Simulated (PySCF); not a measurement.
Species: C₄H₉Cl.
SMILES with atom numbers: `[CH3:1][CH:2]([CH3:3])[CH2:4][Cl:5]` (hydrogens: H6, H7, H8 on C1; H9 on C2; H10, H11, H12 on C3; H13, H14 on C4)

Computed by this run: PBE0-D3(BJ)/def2-SVP geometry optimisation, gas phase in PySCF; density fitting, grid level 1; the optimiser is geomeTRIC in internal coordinates, started from a GFN2-xTB structure with every atom displaced at random (about 0.01 Å).

Step 0: E = -16801.7152 eV
```
atom  x, y, z in Å  |  force x, y, z in eV/Å
C1      1.2812   -0.7080   -0.1353   -1.283   1.902  -0.067
C2     -0.0261   -0.0542    0.3938    1.111   0.034  -0.047
C3      0.0047    1.4687    0.2424    1.170  -0.781   1.020
C4     -1.2079   -0.5836   -0.3473   -2.006  -0.021   0.645
Cl5    -1.4804   -2.3334   -0.0448    0.042  -0.084  -0.067
H6      2.1171   -0.3175    0.4167    0.786   0.171   0.426
H7      1.4082   -0.4311   -1.1886    0.102  -0.040  -0.206
H8      1.2335   -1.7592   -0.0525   -0.003  -1.620   0.147
H9     -0.1237   -0.2946    1.4765   -0.116  -0.025  -0.355
H10     0.8857    1.8669    0.7876   -0.215  -0.011  -0.224
H11     0.0929    1.7488   -0.7884    0.059   0.353  -1.020
H12    -0.8655    1.9283    0.6717   -0.840   0.412   0.291
H13    -1.1563   -0.4604   -1.4317    0.253   0.083  -0.237
H14    -2.1705   -0.0860   -0.0080    0.941  -0.373  -0.306
```

**Question.** Estimate the geometry and energy of step 1. (The exact step hangs on the optimiser's Hessian estimate; all steps are aligned on step 0, rigid shifts and turns removed.)

**Answer.** E = -16801.8427 eV, largest force 0.439 eV/Å
```
atom  x, y, z in Å  |  force x, y, z in eV/Å
C1      1.2700   -0.6871   -0.1252   -0.032  -0.372   0.231
C2     -0.0173   -0.0552    0.3818   -0.106  -0.020  -0.179
C3      0.0277    1.4606    0.2275   -0.076   0.100  -0.172
C4     -1.2704   -0.5793   -0.3154    0.345  -0.084  -0.145
Cl5    -1.4283   -2.3627   -0.1959   -0.039   0.037  -0.003
H6      2.1240   -0.2932    0.4477    0.039  -0.038  -0.071
H7      1.4413   -0.4703   -1.1914   -0.024   0.009  -0.031
H8      1.2400   -1.7871    0.0106    0.059   0.306  -0.101
H9     -0.1274   -0.3157    1.4480    0.016   0.057   0.069
H10     0.8588    1.8877    0.8046    0.039   0.031   0.060
H11     0.1988    1.7259   -0.8341   -0.066   0.015   0.155
H12    -0.9041    1.9552    0.5553    0.087  -0.083  -0.009
H13    -1.2642   -0.3323   -1.3994   -0.096  -0.022   0.394
H14    -2.1561   -0.1616    0.1782   -0.146   0.063  -0.197
```

The energy changes by -0.1275 eV. The first-order estimate −F·Δx gives -0.3526 eV and the mean of the old and new forces, exact on a quadratic surface, -0.1282 eV. The step makes an angle of 78° with the force vector and moves no atom by more than 0.201 Å.

The cost below is that of the whole optimisation. On Arm Neoverse N1, one thread, shared host with 64 logical CPUs at a one-minute load of 60, this took 68 s and 0.49 GiB of memory at its peak.
